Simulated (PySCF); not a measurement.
## Potential energy of AlCl along the bond

Set-up: Al x2c-SVPall, Cl x2c-SVPall; spin-free X2C with a Gaussian nucleus (PySCF 2.14). Energies in eV from Al + Cl in their ground configurations at the same level. All curves are PBE0. state 1: ¹Σ⁺ (singlet), closed shell; state 2: ³Π (triplet), unpaired electrons σ ↑, π ↑, a second solution, started from another occupation.

| R (Å) | state 1 | state 2 |
| --- | --- | --- |
| 1.852 | -4.202 | -1.397 |
| 1.938 | -4.725 | -1.904 |
| 2.024 | -5.007 | -2.163 |
| 2.088 | -5.105 | -2.242 |
| 2.153 | -5.129 | -2.247 |
| 2.218 | -5.099 | -2.197 |
| 2.304 | -4.995 | -2.070 |
| 2.411 | -4.796 | -1.852 |
| 2.541 | -4.500 | -1.552 |
| 2.713 | -4.062 | -1.156 |

Q: Put a parabola through the three lowest points of the state 1 curve and estimate Re, k and ωe (reduced mass 15.23 u; 1 eV/Å² = 0.16022 mdyn/Å; ωe = 1302.8·√(k/μ) cm⁻¹).

A: Through R = 2.088, 2.153, 2.218 Å the second-order coefficient is 6.39 eV/Å², so Re ≈ 2.149 Å, k ≈ 2.05 mdyn/Å and ωe ≈ 478 cm⁻¹. A polynomial fit of higher order to the unrounded PBE0 energies gives Re = 2.147 Å, k = 2.17 mdyn/Å, ωe = 492 cm⁻¹; anharmonicity and rounding make the difference.

The higher-order fit for each curve: state 1: Re = 2.147 Å, ωe = 492 cm⁻¹, De = 5.13 eV; state 2: Re = 2.125 Å, ωe = 515 cm⁻¹, minimum 2.25 eV below the ground-state fragments.

Counting both spins, an empty level lies below a filled one in some of these solutions, because spin and occupation are held.
